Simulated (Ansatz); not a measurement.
Steps of a relaxation of `COC=N` with RKS PBE-D4/def2-SVP.

```sh
$ ansatz run in.yaml --threads 2 --pin off --events-out ev --progress --plain --max-ram 4352MiB
```

```yaml
crystal:
  periodic: [false, false, false]
  atoms:
    - {symbol: C, position_ang: [0.252700, 0.863400, -0.899300]}
    - {symbol: O, position_ang: [0.055100, -0.515700, -0.819900]}
    - {symbol: C, position_ang: [-0.192100, -1.002900, 0.402500]}
    - {symbol: N, position_ang: [-0.164600, -0.268300, 1.467900]}
    - {symbol: H, position_ang: [0.376200, 1.154400, -1.979000]}
    - {symbol: H, position_ang: [-0.710000, 1.426000, -0.580100]}
    - {symbol: H, position_ang: [1.096200, 1.246300, -0.327000]}
    - {symbol: H, position_ang: [-0.220700, -2.083200, 0.393300]}
    - {symbol: H, position_ang: [-0.404200, -0.866300, 2.324500]}
basis:
  gaussian: {orbitals: def2-SVP}
hamiltonian: {xc: pbe, dispersion: d4}
relax: {f_tol: 0.03, max_steps: 200}
```

Positions (Å) and forces (eV/Å) along the path, 7 of 7 steps:

```xyz
9
step=1 energy=-5680.8547 eV
C     0.253    0.863   -0.899   -1.961    1.865   -1.057
O     0.055   -0.516   -0.820    0.029   -0.699   -0.190
C    -0.192   -1.003    0.403    0.890    1.182    1.508
N    -0.165   -0.268    1.468   -0.784   -0.992    0.318
H     0.376    1.154   -1.979    0.154   -0.478    0.419
H    -0.710    1.426   -0.580    1.173   -0.565   -0.008
H     1.096    1.246   -0.327    0.473    0.022    0.544
H    -0.221   -2.083    0.393   -0.435   -1.045   -0.292
H    -0.404   -0.866    2.325    0.460    0.710   -1.242
9
step=2 energy=-5680.9475 eV
C     0.229    0.887   -0.914   -0.553    0.892   -0.335
O     0.099   -0.513   -0.813    0.278   -0.626    0.092
C    -0.067   -1.009    0.426   -1.579    0.346    0.827
N    -0.218   -0.254    1.468    0.611   -0.898   -0.285
H     0.380    1.126   -1.992    0.001   -0.150    0.241
H    -0.701    1.415   -0.555    0.399   -0.281   -0.083
H     1.074    1.278   -0.322    0.175   -0.005    0.163
H    -0.336   -2.104    0.386    0.664    0.340   -0.155
H    -0.370   -0.872    2.299    0.003    0.382   -0.465
9
step=3 energy=-5680.9851 eV
C     0.222    0.896   -0.892   -0.160   -0.023   -0.129
O     0.078   -0.524   -0.784    0.269    0.249   -0.967
C    -0.127   -1.019    0.436   -0.199   -0.780   -1.553
N    -0.221   -0.273    1.428   -0.007    1.272    1.947
H     0.358    1.082   -1.973    0.015    0.096    0.002
H    -0.681    1.432   -0.518    0.126   -0.136   -0.014
H     1.099    1.271   -0.325   -0.006   -0.080    0.055
H    -0.256   -2.110    0.326    0.069   -0.383    0.285
H    -0.383   -0.800    2.284   -0.107   -0.214    0.374
9
step=4 energy=-5681.0576 eV
C     0.223    0.896   -0.911   -0.086    0.198   -0.032
O     0.067   -0.517   -0.810   -0.042   -0.185   -0.102
C    -0.153   -1.007    0.423    0.069   -0.011   -0.031
N    -0.231   -0.260    1.455    0.060   -0.002    0.095
H     0.375    1.112   -1.986   -0.005   -0.010    0.065
H    -0.677    1.429   -0.532    0.064   -0.058   -0.033
H     1.091    1.250   -0.317    0.013   -0.025    0.016
H    -0.237   -2.119    0.360    0.000    0.119    0.040
H    -0.369   -0.830    2.301   -0.074   -0.025   -0.017
9
step=5 energy=-5681.0605 eV
C     0.220    0.896   -0.913    0.002    0.118    0.001
O     0.069   -0.519   -0.814    0.008   -0.125    0.002
C    -0.141   -1.004    0.424   -0.060    0.015    0.007
N    -0.212   -0.259    1.459    0.001   -0.043    0.002
H     0.373    1.117   -1.986   -0.001   -0.009    0.025
H    -0.680    1.423   -0.531    0.014   -0.023   -0.008
H     1.089    1.246   -0.316   -0.004   -0.003   -0.006
H    -0.244   -2.113    0.364    0.018    0.070    0.016
H    -0.386   -0.833    2.297    0.021    0.001   -0.038
9
step=6 energy=-5681.0610 eV
C     0.220    0.897   -0.913    0.012    0.053    0.005
O     0.068   -0.520   -0.816   -0.005   -0.053    0.014
C    -0.144   -1.003    0.423   -0.002    0.008   -0.005
N    -0.211   -0.259    1.459   -0.006   -0.008   -0.003
H     0.376    1.118   -1.985   -0.001   -0.004    0.004
H    -0.681    1.421   -0.533    0.000   -0.005   -0.002
H     1.087    1.245   -0.314   -0.006   -0.003   -0.004
H    -0.245   -2.110    0.366   -0.002    0.017    0.009
H    -0.382   -0.834    2.296    0.009   -0.004   -0.017
9
step=7 energy=-5681.0611 eV
C     0.220    0.898   -0.913    0.000    0.000    0.000
O     0.067   -0.521   -0.816    0.000    0.001    0.000
C    -0.145   -1.002    0.423    0.001    0.003   -0.004
N    -0.209   -0.258    1.459    0.000   -0.003    0.001
H     0.379    1.117   -1.984    0.000   -0.001    0.001
H    -0.683    1.421   -0.537    0.001   -0.001    0.000
H     1.085    1.245   -0.310   -0.001    0.000    0.000
H    -0.247   -2.109    0.368    0.000    0.000    0.002
H    -0.378   -0.836    2.294    0.001    0.001    0.000
```

It took 11 s on 2 threads of an Arm Neoverse V1 on a shared host, with 0.12 GiB of host memory at the peak.
